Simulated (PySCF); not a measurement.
Homolysis of single bonds, series Al F-Br. Gas-phase values, no solvent. Strings in code marks are SMILES.

The numbers are results of B3LYP-D3(BJ)/def2-TZVP // PBE0-D3(BJ)/def2-TZVP run with PySCF, not measurements. B3LYP has the VWN-RPA correlation part, as in Gaussian. 

```tsv
species	dipole moment (D)
whole molecule (`[F][Al]([F])[F]`)	0.00
radical fragment (`[F][Al][F]`)	?
whole molecule (`[F][Al]([F])[Br]`)	0.68
radical fragment (`[F][Al][Br]`)	1.65
```

### Question
Fill in the missing entries.

### Answer

- radical fragment (`[F][Al][F]`), dipole moment (D): 1.87
